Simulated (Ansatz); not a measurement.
Ideal-gas functions of `C#CSS` at 500 K and 1 bar, from an Ansatz frequency run at PBE0-D4/def2-TZVP.

Molar mass 90.17 g/mol, point group C1 (symmetry number 1), electronic degeneracy 1, moments of inertia 41.678, 184.497, 222.726 u Å². Harmonic wavenumbers (cm⁻¹, unscaled): 147, 273, 401, 406, 520, 570, 723, 731, 884, 2152, 2668, 3479.

Use S(trans) = R[1.5 ln M + 2.5 ln T − 1.1517]; rotational temperatures θ = 24.2544 K / I; S(rot) = R[ln(√π/σ · √(T³/θAθBθC)) + 1.5]; for each mode x = 1.438777 ν̃/T, S = R[x/(eˣ − 1) − ln(1 − e⁻ˣ)] and H = RT x/(eˣ − 1); 1 cm⁻¹ = 0.0119627 kJ/mol; R = 8.31446 J/(mol·K).

Q: By hand: the entropy, in J/(mol·K).

A: Translation 175.7. Rotation: θ = 0.5819, 0.1315, 0.1089 K, giving 114.6. Vibration, mode by mode: 15.53, 10.53, 7.57, 7.48, 5.70, 5.07, 3.58, 3.51, 2.48, 0.12, 0.03, 0.00, in all 61.6. Electronic 0.0. Sum 351.9 J/(mol·K).

Q: By hand: H − E and G − E in kJ/mol, counted from the electronic energy.

A: Zero-point energy ½ × 12954 × 0.0119627 = 77.5; thermal vibration 17.3; translation, rotation and pV give 4 RT = 16.6. H − E = 111.4 kJ/mol, and G − E = 111.4 − 500 × 351.9/1000 = -64.5 kJ/mol.

Vibration gives 18 % of the entropy, 15.5 J/(mol·K) of it from the mode under 150 cm⁻¹: soft modes count most, and the harmonic formula is weakest for them. The sum counts one conformer and one mirror image; others add a mixing term.
